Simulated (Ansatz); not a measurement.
Relative stability

The two ends of one reaction step of CH₆FSi, doublet (PBE0-D4/def2-TZVP).

A:

| atom | x (Å) | y (Å) | z (Å) |
| --- | --- | --- | --- |
| F1 | 0.3326 | -0.4190 | -1.4255 |
| C2 | -0.5737 | 0.6164 | -1.5131 |
| Si3 | 0.8562 | -0.9364 | 1.6995 |
| H4 | -1.4737 | 0.3486 | -0.9555 |
| H5 | -0.8200 | 0.7816 | -2.5639 |
| H6 | -0.1262 | 1.5170 | -1.0875 |
| H7 | 1.1013 | -1.1831 | 3.1471 |
| H8 | -0.5747 | -1.1649 | 1.3698 |
| H9 | 1.2780 | 0.4396 | 1.3291 |

B:

F1  (1.192, -1.408, -0.070)
C2  (-0.814, 0.897, -1.520)
Si3  (0.636, -0.698, 1.254)
H4  (-1.862, 0.706, -1.336)
H5  (-0.173, 0.102, -1.871)
H6  (-0.420, 1.896, -1.398)
H7  (1.254, -1.378, 2.419)
H8  (-0.837, -0.849, 1.294)
H9  (1.025, 0.731, 1.228)
(Å)

Ansatz 0.2.0; basis: def2-TZVPP; cores frozen in the correlated methods; orbitals are unrestricted. B3LYP uses VWN-RPA correlation.

(1) Which structure is lower at CCSD(T), and by how much? (An estimate is asked for; the value comes from the calculation.)

T1 diagnostic: at most 0.012. ⟨S²⟩ of the unrestricted Hartree–Fock references: 0.75 to 0.76 (a pure state has 0.75).

Answers

(1) Computed: B, by 37.86 kcal/mol (electronic energy, against the other). By their contacts, A is a complex of CH₃F ([CH3][F]) + SiH₃ and B is a complex of SiH₃F ([F][SiH3]) + CH₃.

All methods give the same order:

```csv
method,E(B) − E(A) (kcal/mol)
SPW92,-28.51
PBE-D4,-31.66
BLYP-D4,-35.10
r2SCAN-D4,-38.06
B97M-V,-37.52
PBE0-D4,-34.29
B3LYP-D4,-36.89
r2SCAN0-D4,-39.06
BHLYP-D4,-40.25
CAM-B3LYP-D4,-37.63
wB97X-V,-36.74
wB97M-V,-37.87
B2PLYP,-38.31
PBE-QIDH,-37.45
RPA on PBE,-35.31
HF,-44.29
MP2,-38.87
CCSD,-38.80
CCSD(T),-37.86
```

Labels in which every atom is bracketed show which atoms are joined, not bond orders.

For scale, one of the runs: CCSD(T)/def2-TZVPP, 188 basis functions (an equivalent command: `ansatz run in.yaml --threads 4`). Hardware: 4 CPU threads, shared host. Wall time 110 s; peak host memory 5 GiB.
